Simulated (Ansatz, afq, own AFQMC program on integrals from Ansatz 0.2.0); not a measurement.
# MnCH2, sextet: AFQMC among the cluster methods

```xyz
4

Mn    0.0000    0.0000    3.1611
C     0.0000    0.0000   -0.6279
H     0.0000    0.8905   -1.2666
H     0.0000   -0.8905   -1.2666
```

Connectivity, by distances: Mn ··· CH2.

Basis def2-SVP. Only valence electrons are correlated. Ansatz 0.2.0 and our own AFQMC program on the same integrals; the CISD trial comes from CCSD amplitudes, and released means the phaseless constraint is let go. Uncertainties: one standard error, sampling alone. The metal's outer-core s and p shells are frozen, which shifts wave-function levels against functionals.

Determinant: ROHF, the one that the program's search chose, which needn't be the lowest solution. The geometry is a point of a scan.

No full CI on the walks' own integrals is used here; CCSDT(Q) serves as the reference and is uncertain by about the last step of the cluster series.

Cautions: no relativity below Rb; outer-core shells of the metal frozen; lower spins were not checked; higher spins were not checked; a spin-contaminated unrestricted determinant lies lower (UHF 665 meV lower, ⟨S²⟩ 9.55); CCSDT(Q) on the UHF determinant differs (482 meV lower), perhaps since the unrestricted series falls towards higher spin.

The T1 diagnostic is 0.0197, the weight of the determinant in the CISD state is 0.858 and the size of the correlated space is 13 electrons in 45 orbitals.

```
  level  correlation energy (eV)
    MP2                  -4.9595
   CCSD                  -6.0993
CCSD(T)                  -6.2336
```

Estimate where AFQMC with the constraint released lies against CCSD(T) on the same integrals.

4.5 ± 0.6 kJ/mol below CCSD(T).

Reference: CCSDT(Q), correlation energy -6.270 eV. The released energy is read at 2.60 1/Eh (meV from the phaseless value at times in 1/Eh: -2 ± 4 at 0.24, -5 ± 5 at 0.60, -9 ± 4 at 1.20, -17 ± 4 at 1.80, -13 ± 7 at 2.60).

| level | E − E(reference) (kJ/mol) | share of correlation (%) |
| --- | --- | --- |
| CCSD(T) | 3.5 | 99.43 |
| CCSDT | 0.4 | 99.93 |
| ph-AFQMC/CISD | 0.2 ± 0.4 | 99.97 |
| released AFQMC | -1.0 ± 0.6 | 100.17 |

A walk keeps the symmetry of its determinant, which the program's search chose and which needn't be the lowest solution, so a lower state of the same spin and another symmetry isn't excluded. Released energies are given only where the last usable release times agree within the noise; a slower fall can still hide under it.
